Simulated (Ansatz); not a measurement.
# F2H2: the cost of one run

Program: Ansatz 0.2.0, Gaussian basis. Level of theory: PBE0-D4/def2-SVP. These are calculated values, not measurements.

### 1 The system as given

The start, a pair relaxed at PBE0-D4: SMILES `F.F`, 4 atoms, charge 0, spin multiplicity 1.

Atoms are counted from 1 here; the program's logs count them from 0.

Bond lengths: F1–H2 0.923 Å, F3–H4 0.928 Å.

Coordinates:

```xyz
4
F2H2
F     0.09333   -0.35417   -1.00277
H    -0.04843    0.44390   -1.44513
F    -0.06287    0.10867    1.65979
H     0.01807   -0.19840    0.78821
```

### 2 Dynamics

md/in.yaml

```yaml
crystal:
  periodic: [false, false, false]
  atoms:
    - {symbol: F, position_ang: [0.093328, -0.354174, -1.002775]}
    - {symbol: H, position_ang: [-0.048426, 0.443903, -1.445133]}
    - {symbol: F, position_ang: [-0.062874, 0.108666, 1.659794]}
    - {symbol: H, position_ang: [0.018073, -0.198396, 0.788215]}
basis:
  gaussian: {orbitals: def2-SVP}
hamiltonian: {xc: pbe0, dispersion: d4}
md: {n_steps: 60, timestep: 0.75, temperature: 1000, ensemble: nvt_langevin, seed: 707, friction: 0.01, initial_velocities: maxwell_boltzmann}
```

Launch:

```bash
> ansatz run in.yaml --threads 2 --pin off --events-out ev --progress --plain --max-ram 5222MiB
```

**Question.** How long does this run take on 2 threads of Intel Xeon 6975P-C, shared host?

About 14 s.
